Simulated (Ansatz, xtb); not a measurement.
## Two isomers of C5H10N+

Structure I: `C=CC=[N+](C)C`, a singlet. Structure II: `C=C1CC[NH2+]C1`, a singlet. Both are isolated ions in the gas phase, relaxed with B3LYP/def2-SVP; the shapes shown needn't be the lowest conformers.

I (Å):

```xyz
16

C     1.9385   -3.8675   -1.0990
C     1.0365   -2.8662   -1.1948
C     0.9020   -1.9186   -0.1216
C    -0.8535   -0.6166   -1.1954
C     0.0262   -0.0053    1.0691
N     0.0769   -0.9119   -0.0879
H     2.5816   -3.9860   -0.2208
H     2.0581   -4.5989   -1.9028
H     0.4091   -2.7746   -2.0840
H     1.5465   -2.0424    0.7561
H    -1.5448   -1.4585   -1.3440
H    -1.4319    0.2786   -0.9422
H    -0.2926   -0.4292   -2.1220
H    -0.9871   -0.0212    1.4980
H     0.7526   -0.3200    1.8279
H     0.2570    1.0185    0.7381
```

II (Å):

```xyz
16

C    -2.4089   -3.1399   -0.6868
C    -1.8162   -1.9582   -0.5122
C    -1.9125   -0.7400   -1.4271
C    -1.0779    0.3457   -0.7375
C    -0.9051   -1.6207    0.6500
N    -0.1050   -0.4465    0.1220
H    -3.0761   -3.3194   -1.5339
H    -2.2594   -3.9686    0.0106
H    -1.5128   -0.9710   -2.4281
H    -2.9493   -0.3996   -1.5678
H    -1.6723    0.9574   -0.0444
H    -0.5138    1.0082   -1.4065
H     0.3165    0.1205    0.8688
H     0.6719   -0.7910   -0.4591
H    -1.4574   -1.2515    1.5297
H    -0.2268   -2.4245    0.9662
```

Quicker runs give these differences E(II) − E(I): GFN2-xTB −3.3 kcal/mol; HF/STO-3G −29.1 kcal/mol (at GFN2-xTB geometries); r2SCAN-D4/def2-SVP −5.0 kcal/mol (at GFN2-xTB geometries).

Problem. Estimate E(II) − E(I) at the level CCSD(T)/def2-SVP + ΔMP2/def2-TZVPP.

Solution. Calculated at CCSD(T)/def2-SVP + ΔMP2/def2-TZVPP: E(II) − E(I) = −7.0 kcal/mol, so structure II lies lower.

The same difference at several levels:

```tsv
level	geometry	E(II) − E(I) (kcal/mol)	departure from the last row (kcal/mol)	job, with rough time for the two
GFN2-xTB	GFN2-xTB	−3.3	+3.7	optimisation, 0.13 s
HF/STO-3G	GFN2-xTB	−29.1	−22.1	single point, 0.3 s
r2SCAN-D4/def2-SVP	GFN2-xTB	−5.0	+2.0	single point, 3.1 s
B3LYP/def2-SVP	B3LYP/def2-SVP	−1.6	+5.4	optimisation, 41 s
HF/def2-SVP	B3LYP/def2-SVP	−3.2	+3.8	part of the CCSD(T) run
MP2/def2-SVP	B3LYP/def2-SVP	−8.3	−1.3	part of the CCSD(T) run
CCSD(T)/def2-SVP	B3LYP/def2-SVP	−6.2	+0.9	single point
CCSD(T)/def2-SVP + ΔMP2/def2-TZVPP	B3LYP/def2-SVP	−7.0		single point, 54 s
```

As drawn, II has 2 C–C, 2 N–H in place of 1 C=N, 2 C–H. Structure I has no ring, II a 5-membered ring.

The levels shown agree on the order. The largest departure from CCSD(T)/def2-SVP + ΔMP2/def2-TZVPP is that of HF/STO-3G, 22.1 kcal/mol. The last row adds to CCSD(T) the change of the MP2 difference between the two basis sets, here −0.9 kcal/mol.

With thermal terms from frequencies at re-optimised GFN2-xTB minima (ideal gas, soft modes damped towards free rotors, one conformer each, 298.15 K, 1 atm): the zero-point term adds +3.0 kcal/mol; ΔH is −5.1 and ΔG −2.7 kcal/mol.

The correlated steps freeze 6 core orbitals. Codes used: Ansatz 0.2.0, xtb 6.7.1; the last row on 4 threads of Arm Neoverse V1 on a shared host.
